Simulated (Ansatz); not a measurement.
Born–Oppenheimer molecular dynamics of BClF (3 atoms, charge 0, multiplicity 2). It goes on from the last frame of an earlier run, with new velocities.

Theory: Ansatz, UKS PBE0-D4/def2-SVP.

```json
{"ensemble": "NVE (velocity Verlet)", "time step": "2 fs", "steps asked": "150", "starting velocities drawn for": "700 K", "seed": "489291"}
```

Frames 10 fs apart, positions in Å.

Velocities at 20.0 fs (Å/ps):

```
F -3.52 -3.10 -2.22
B 6.98 -2.22 3.52
Cl -0.24 2.34 0.12
```

```xyz
3
Properties=species:S:1:pos:R:3 time_fs=20.0 energy_less_start_eV=0.015 T=570
F 0.516 1.019 0.386
B -0.421 0.321 -0.193
Cl -0.142 -1.412 -0.226
3
Properties=species:S:1:pos:R:3 time_fs=30.0 energy_less_start_eV=0.044 T=356
F 0.500 1.020 0.377
B -0.373 0.267 -0.173
Cl -0.148 -1.396 -0.228
3
Properties=species:S:1:pos:R:3 time_fs=40.0 energy_less_start_eV=-0.015 T=808
F 0.516 1.067 0.391
B -0.383 0.275 -0.177
Cl -0.154 -1.424 -0.234
3
Properties=species:S:1:pos:R:3 time_fs=50.0 energy_less_start_eV=0.052 T=308
F 0.513 1.105 0.393
B -0.359 0.352 -0.156
Cl -0.159 -1.467 -0.241
3
Properties=species:S:1:pos:R:3 time_fs=60.0 energy_less_start_eV=0.036 T=424
F 0.522 1.148 0.402
B -0.347 0.296 -0.156
Cl -0.168 -1.474 -0.246
3
Properties=species:S:1:pos:R:3 time_fs=70.0 energy_less_start_eV=0.044 T=353
F 0.499 1.137 0.389
B -0.291 0.254 -0.130
Cl -0.172 -1.455 -0.247
3
Properties=species:S:1:pos:R:3 time_fs=80.0 energy_less_start_eV=-0.003 T=717
F 0.503 1.109 0.388
B -0.321 0.266 -0.145
Cl -0.166 -1.444 -0.242
3
Properties=species:S:1:pos:R:3 time_fs=90.0 energy_less_start_eV=0.019 T=557
F 0.526 1.077 0.397
B -0.408 0.315 -0.186
Cl -0.151 -1.441 -0.234
3
Properties=species:S:1:pos:R:3 time_fs=100.0 energy_less_start_eV=0.053 T=300
F 0.507 1.023 0.381
B -0.402 0.347 -0.180
Cl -0.143 -1.422 -0.228
3
Properties=species:S:1:pos:R:3 time_fs=110.0 energy_less_start_eV=0.063 T=220
F 0.514 1.021 0.385
B -0.408 0.257 -0.193
Cl -0.145 -1.394 -0.226
3
Properties=species:S:1:pos:R:3 time_fs=120.0 energy_less_start_eV=0.003 T=664
F 0.502 1.032 0.379
B -0.374 0.290 -0.171
Cl -0.149 -1.409 -0.229
3
Properties=species:S:1:pos:R:3 time_fs=130.0 energy_less_start_eV=0.000 T=695
F 0.521 1.085 0.395
B -0.390 0.326 -0.175
Cl -0.154 -1.449 -0.236
```

Of the whole run (300 fs, mean temperature of the second half 475 K): The conserved energy stayed within 0.66 meV per atom of its start (net change -0.28 meV per atom), so the integration is sound. A run of 0.3 ps of so small a system gives no equilibrium averages.

Time of the run: 7.4 min on 1 thread of Intel(R) Xeon(R) Processor @ 2.50GHz (Skylake/Cascade Lake), on a shared host, peak memory 0.12 GiB.
